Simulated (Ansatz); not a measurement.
PH$_{2}$, doublet: cost against accuracy

Geometry (MP2(full)/6-31G*, from the G2/97 set):

```xyz
3

P     0.0000    0.0000    0.0599
H     0.0000    1.0256   -0.9209
H     0.0000   -1.0256   -0.9209
```

Measured, as an electronic atomization energy: 152.9 kcal/mol (G2/97 heats of formation of molecule and atoms, with zero-point and thermal terms from B3LYP taken off; Curtiss et al., J. Chem. Phys. 106, 1063 (1997), Staroverov et al., J. Chem. Phys. 119, 12129 (2003)). The measured value holds scalar relativity and spin–orbit coupling, which all computed ones lack, and core correlation, which the wave-function levels lack. Atoms are taken at the same level, with ROHF references for molecule and atoms in the R rows. The atoms' steps beyond CCSDT(Q) are taken from restricted open-shell runs, which share full CI's core. Ansatz 0.2.0; the 6-31G* set has Cartesian d functions; a miss is computed less measured; times are wall times on shared hosts and scatter by a factor of two or so. A small miss in a small set is a cancellation of the method's error against the basis error.

```json
{"level": "CISD", "basis": "STO-3G", "miss (kcal/mol)": "15.8", "time of the run": "0.15 s", "hardware": "1 CPU thread"}
{"level": "full CI", "basis": "STO-3G", "miss (kcal/mol)": "16.3", "time of the run": "0.18 s", "hardware": "1 CPU thread"}
{"level": "UHF", "basis": "cc-pV(D+d)Z", "miss (kcal/mol)": "-47.3", "time of the run": "0.21 s", "hardware": "1 CPU thread"}
{"level": "RCCSD(T)", "basis": "STO-3G", "miss (kcal/mol)": "16.3", "time of the run": "0.23 s", "hardware": "1 CPU thread"}
{"level": "UCCSD(T)", "basis": "STO-3G", "miss (kcal/mol)": "16.3", "time of the run": "0.28 s", "hardware": "1 CPU thread"}
{"level": "PBE", "basis": "6-31G", "miss (kcal/mol)": "-16.6", "time of the run": "0.34 s", "hardware": "1 CPU thread"}
{"level": "NEVPT2 (valence space)", "basis": "cc-pV(D+d)Z", "miss (kcal/mol)": "-18.6", "time of the run": "0.42 s", "hardware": "1 CPU thread"}
{"level": "PBE0", "basis": "6-31G*", "miss (kcal/mol)": "-4.2", "time of the run": "0.42 s", "hardware": "1 CPU thread"}
{"level": "CISD", "basis": "6-31G*", "miss (kcal/mol)": "-29.6", "time of the run": "0.43 s", "hardware": "1 CPU thread"}
{"level": "PBE", "basis": "cc-pV(D+d)Z", "miss (kcal/mol)": "-0.6", "time of the run": "0.43 s", "hardware": "1 CPU thread"}
{"level": "SPW92", "basis": "cc-pV(T+d)Z", "miss (kcal/mol)": "20.8", "time of the run": "0.43 s", "hardware": "1 CPU thread"}
{"level": "UCCSD(T)", "basis": "6-31G*", "miss (kcal/mol)": "-26.7", "time of the run": "0.44 s", "hardware": "1 CPU thread"}
{"level": "B2PLYP", "basis": "6-31G*", "miss (kcal/mol)": "-8.8", "time of the run": "0.45 s", "hardware": "1 CPU thread"}
{"level": "CAM-B3LYP", "basis": "6-31G", "miss (kcal/mol)": "-16.4", "time of the run": "0.45 s", "hardware": "1 CPU thread"}
{"level": "NEVPT2 (valence space)", "basis": "6-31G*", "miss (kcal/mol)": "-28.2", "time of the run": "0.46 s", "hardware": "1 CPU thread"}
{"level": "RPA-PBE", "basis": "cc-pV(D+d)Z", "miss (kcal/mol)": "-9.3", "time of the run": "0.52 s", "hardware": "1 CPU thread"}
{"level": "B3LYP", "basis": "cc-pV(D+d)Z", "miss (kcal/mol)": "2.9", "time of the run": "0.54 s", "hardware": "1 CPU thread"}
{"level": "BCCD(T)", "basis": "6-31G", "miss (kcal/mol)": "-43.6", "time of the run": "0.67 s", "hardware": "1 CPU thread"}
{"level": "r2SCAN", "basis": "6-31G", "miss (kcal/mol)": "-18.1", "time of the run": "0.67 s", "hardware": "1 CPU thread"}
{"level": "PBE", "basis": "cc-pV(T+d)Z", "miss (kcal/mol)": "1.6", "time of the run": "0.7 s", "hardware": "1 CPU thread"}
{"level": "UCCSD(T)", "basis": "cc-pV(D+d)Z", "miss (kcal/mol)": "-13.9", "time of the run": "0.7 s", "hardware": "1 CPU thread"}
{"level": "BLYP", "basis": "cc-pV(T+d)Z", "miss (kcal/mol)": "4.6", "time of the run": "0.7 s", "hardware": "1 CPU thread"}
{"level": "BCCD(T)", "basis": "cc-pV(D+d)Z", "miss (kcal/mol)": "-13.9", "time of the run": "0.73 s", "hardware": "1 CPU thread"}
{"level": "CISDTQ", "basis": "6-31G", "miss (kcal/mol)": "-43.5", "time of the run": "0.79 s", "hardware": "1 CPU thread"}
{"level": "r2SCAN", "basis": "6-31G*", "miss (kcal/mol)": "-2.3", "time of the run": "0.9 s", "hardware": "1 CPU thread"}
{"level": "r2SCAN", "basis": "cc-pV(D+d)Z", "miss (kcal/mol)": "-0.2", "time of the run": "0.91 s", "hardware": "1 CPU thread"}
{"level": "wB97M-V", "basis": "STO-3G", "miss (kcal/mol)": "57.9", "time of the run": "0.95 s", "hardware": "1 CPU thread"}
{"level": "PBE0", "basis": "cc-pV(T+d)Z", "miss (kcal/mol)": "0.1", "time of the run": "0.98 s (with forces)", "hardware": "1 CPU thread"}
{"level": "UHF", "basis": "cc-pV(Q+d)Z", "miss (kcal/mol)": "-43.9", "time of the run": "1.2 s", "hardware": "1 CPU thread"}
{"level": "wB97M-V", "basis": "6-31G*", "miss (kcal/mol)": "1.7", "time of the run": "1.5 s", "hardware": "1 CPU thread"}
{"level": "UCCSDT(Q)", "basis": "6-31G", "miss (kcal/mol)": "-43.5", "time of the run": "2.1 s", "hardware": "1 CPU thread"}
{"level": "BCCD(T)", "basis": "cc-pV(T+d)Z", "miss (kcal/mol)": "-4.0", "time of the run": "2.4 s", "hardware": "1 CPU thread"}
{"level": "wB97M-V", "basis": "cc-pV(T+d)Z", "miss (kcal/mol)": "4.4", "time of the run": "2.7 s (with forces)", "hardware": "1 CPU thread"}
{"level": "UCCSDT(Q)", "basis": "cc-pV(D+d)Z", "miss (kcal/mol)": "-13.7", "time of the run": "4 s", "hardware": "1 CPU thread"}
{"level": "UCCSDTQ", "basis": "STO-3G", "miss (kcal/mol)": "16.3", "time of the run": "6.5 s", "hardware": "1 CPU thread"}
{"level": "full CI", "basis": "cc-pV(D+d)Z", "miss (kcal/mol)": "-13.7", "time of the run": "7.5 s", "hardware": "H100 + 2 CPU threads"}
{"level": "PBE0", "basis": "cc-pV(Q+d)Z", "miss (kcal/mol)": "0.3", "time of the run": "10 s", "hardware": "H100 + 2 CPU threads"}
{"level": "CAM-B3LYP", "basis": "cc-pV(Q+d)Z", "miss (kcal/mol)": "5.5", "time of the run": "11 s", "hardware": "H100 + 2 CPU threads"}
{"level": "NEVPT4(SD) (valence space)", "basis": "cc-pV(Q+d)Z", "miss (kcal/mol)": "-2.2", "time of the run": "11 s", "hardware": "H100 + 2 CPU threads"}
{"level": "RCCSDTQ", "basis": "6-31G*", "miss (kcal/mol)": "-26.5", "time of the run": "17 s", "hardware": "1 CPU thread"}
```

HF's time is that of a plain UHF run.

The smallest set from which on each level stays within 1 kcal/mol of its own cc-pV(Q+d)Z value (sets in order of size: STO-3G, 6-31G, 6-31G*, cc-pV(D+d)Z, cc-pV(T+d)Z, cc-pV(Q+d)Z): RHF cc-pV(T+d)Z; UHF cc-pV(T+d)Z; PBE cc-pV(T+d)Z; r2SCAN cc-pV(T+d)Z; B3LYP cc-pV(T+d)Z; wB97M-V cc-pV(D+d)Z; B2PLYP none (cc-pV(T+d)Z is 1.2 kcal/mol off); RMP2 none (cc-pV(T+d)Z is 3.4 kcal/mol off); UMP2 none (cc-pV(T+d)Z is 3.3 kcal/mol off); RCCSD(T) none (cc-pV(T+d)Z is 3.4 kcal/mol off); UCCSD(T) none (cc-pV(T+d)Z is 3.4 kcal/mol off).
